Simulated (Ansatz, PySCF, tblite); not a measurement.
## Lattice constant a of zinc-blende GaSb: levels of theory against measurement

Reference value: 6.096 Å (measured, 300 K, not corrected to a static lattice; as tabulated in Vurgaftman et al. (2001), doi:10.1063/1.1368156).

```
level (code)               value (Å)
----------------------  ------------
GFN2-xTB (tblite)              6.512
PBE (Ansatz)                     ___
PBEsol-D3(BJ) (Ansatz)         6.041
r²SCAN-D4 (Ansatz)               ___
HSE06 (Ansatz)                 6.139
Hartree–Fock (Ansatz)          6.224
MP2 (PySCF)             6.134 ± 0.02
```

Q: Fill in the missing entries.

A: 
- PBE (Ansatz, a first-principles code), value (Å): 6.214
- r²SCAN-D4 (Ansatz), value (Å): 6.105

Differences against the reference: GFN2-xTB +6.82 %, PBE +1.94 %, PBEsol-D3(BJ) -0.90 %, r²SCAN-D4 +0.15 %, HSE06 +0.71 %, Hartree–Fock +2.10 %, MP2 +0.62 %.

The reference is not for a static lattice or low temperature, so close values are not ranked against it. Off by more than 1.25 %, or 1.75 % on the side where a correction would as a rule narrow the miss (bounds picked here): GFN2-xTB (+6.82 %), Hartree–Fock (+2.10 %), PBE (+1.94 %).

The measured value isn't corrected to a static lattice, so vibrations enter the comparison. A static lattice is as a rule a little smaller than the measured one.  A ± on a computed value is a rough bar: the spread of its extrapolation, a floor set from checks against published values, or a statistical error. GFN2-xTB: the method was fitted mainly to molecules. GFN2-xTB: the run uses a supercell at the zone centre in place of a k mesh. Cutoffs and k meshes differ between the levels. Ansatz's density-functional and Hartree–Fock values are scalar-relativistic unless marked +SOC, with PAW data made under PBE.

Differences are worked out from the printed values.
